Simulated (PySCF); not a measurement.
Telling isomers of C$_{5}$H$_{12}$O apart by NMR

[PySCF: σ from GIAO-PBE0/pcSseg-1; couplings computed with B3LYP/pcJ-1 (spin–dipole term left out of most H,H and C,H couplings); coordinates at the GFN2-xTB level; relativity neglected; one averaged value for each set of equivalent atoms; no solvent model; one computed conformer]

Scale: 1H and 13C vs TMS (reference shieldings calculated alike). Multiplet labels drop J under 1 Hz and among equivalent protons, and merge close values. Unscaled 3J(H,H) run several per cent high. Where no couplings were computed, multiplicities follow the n + 1 count of equivalent neighbours, and m marks all less simple cases (inequivalent or close neighbours, rings, F or P nearby). Shifts are as computed. Against solution values, carbons near 30 ppm lie about +3 ppm off and those near 130 ppm about +5 ppm. Of 1211 compounds with measured shifts, 218 miss one by over three times the rms of a fit or turn the order of signals round; such compounds aren't used in these exercises. Across acyclic CH2–CH2 and CH–CH2 bonds, 3J(H,H) assumes equally populated rotamers.

(1) Tabulate the signals of `COCC(C)C`, `CCCOCC` and their relative energies.

(2) What is the quickest way to tell COCC(C)C from CCCOCC?

## Answers

(1) 
```json
{"SMILES": "COCC(C)C", "carbon types": "1×CH 1×CH2 3×CH3", "δC": "84.6, 61.5, 33.5, 21.3", "δH": "3.54 (s, 3H), 3.08 (d, 2H), 1.73 (m, 1H), 0.93 (d, 6H)", "E rel. (kcal/mol)": "2.0"}
{"SMILES": "CCCOCC", "carbon types": "3×CH2 2×CH3", "δC": "79.1, 71.4, 27.8, 18.0, 11.7", "δH": "3.56 (q, 2H), 3.41 (t, 2H), 1.72 (sext, 2H), 1.28 (t, 3H), 0.93 (t, 3H)", "E rel. (kcal/mol)": "0.0"}
```

Energies are electronic energies at PBE0/pcSseg-1 on these geometries, without zero-point or thermal terms, each for the one conformer computed, which needn't be the lowest.

(2) Count the carbon signals: 4 against 5. The first has an sp3 CH at 33.5 ppm, the second an sp3 CH2 at 27.8 ppm. Their most deshielded carbons lie at 84.6 and 79.1 ppm.
